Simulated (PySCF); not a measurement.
Gas-phase XPS of AlH2(CH2SiH3), computed

Species: AlH2(CH2SiH3), CH7AlSi.
Z-matrix (Å and degrees, PBE0-D3(BJ)/def2-SVP geometry), rows numbered from 1:
```
Al
H   1  1.5912
H   1  1.5913  2  120.11
C   1  1.9541  2  119.90  3  -179.30
Si  4  1.8773  1  114.66  2    90.53
H   4  1.1046  1  109.73  2  -148.69
H   4  1.1046  1  109.64  2   -30.17
H   5  1.4979  4  110.47  1   -59.34
H   5  1.4979  4  110.58  1    59.41
H   5  1.4966  4  112.44  1  -179.92
```

Computed with delta-SCF UKS SCAN, pcX-2 on the ionised atom, pcseg-1 elsewhere, spin-free X2C in PySCF 2.14.0. These are vertical core ionisation energies against the vacuum level, from separate self-consistent calculations with and without the core hole.

Problem. List the computed XPS lines with their assignment.

Solution. 
```tsv
atom(s)	bonded to	level	binding energy (eV)	2p1/2 (eV)	count
Si5	C and 3 H	Si 2p3/2	106.68	107.30	1
C4	2 H, Si and Al	C 1s	289.63	–	1
Al1	C and 2 H	Al 1s	1566.96	–	1
Si5	C and 3 H	Si 1s	1846.45	–	1
```

Problem. Which effective nuclear charge Zeff reproduces each element's mean 1s value in the hydrogen-like formula E = 13.606 eV × Zeff²?

Solution. C (Z = 6): mean 289.6 eV, Zeff = 4.61, Z − Zeff = 1.39; Al (Z = 13): mean 1567.0 eV, Zeff = 10.73, Z − Zeff = 2.27; Si (Z = 14): mean 1846.4 eV, Zeff = 11.65, Z − Zeff = 2.35. Means run over the listed sites, weighted by atom count.

Spin–orbit coupling isn't in the SCF: each 2p doublet comes from a relaxed spin-free hole plus a matrix of the shell (mean-field spin–orbit coupling and the ground-state 2p splitting), with 2p3/2 averaged over its two sublevels. 2p1/2 minus 2p3/2 (ligand field included): Si 0.62 eV. Geometry: PBE0-D3(BJ)/def2-SVP, one conformer, isolated molecule.
